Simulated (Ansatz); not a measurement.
Energy needed to pull apart CH3ClSi (SMILES C=[SiH]Cl), singlet, into free ground-state atoms, from the structure below (displaced at random from a GFN2-xTB minimum); no zero-point or spin–orbit terms; open-shell atoms are treated unrestricted, in their ground-state multiplicity.

```
6
angstrom
C -0.7243 0.1645 -0.4620
Si 0.4209 -0.1134 0.6075
Cl 1.1492 -1.8357 0.7785
H -1.2219 -0.4942 -1.1788
H -1.2939 1.2814 -0.6177
H 1.3014 0.6973 1.6759
```

Computed with Ansatz 0.2.0 (basis: def2-TZVPP); correlated methods freeze the cores.

```tsv
method	atomization energy (eV)
PBE-D4	19.68
revPBE-D4	?
r2SCAN-D4	19.49
PBE0-D4	19.36
wB97X-V	19.39
wB97M-V	19.43
HF	13.70
MP2	19.02
CCSD	?
CCSD(T)	18.70
```

Task: What does CCSD give? (Judge from chemistry; the value comes from the calculation.)

Result: By the calculation: 18.35 eV, which is about 0.35 eV less than CCSD(T)/def2-TZVPP.

Task: What does revPBE-D4 give? (To be estimated.)

Result: Computed: 19.21 eV, which is about 0.51 eV more than CCSD(T)/def2-TZVPP.

In triple zeta the MP2 and coupled-cluster atomization energies are still short of their basis limit by a few kcal/mol a bond, whereas those of the functionals are nearly converged, so these differences are not deviations from converged CCSD(T).

No T1 diagnostic of these runs exceeds 0.012.

For scale, one of the runs: CCSD(T)/def2-TZVPP forces, 157 basis functions (an equivalent command: `ansatz run in.yaml --threads 4`). Time: 43 s of wall clock on 4 CPU threads; the host was shared. Peak host memory: 1.9 GiB.
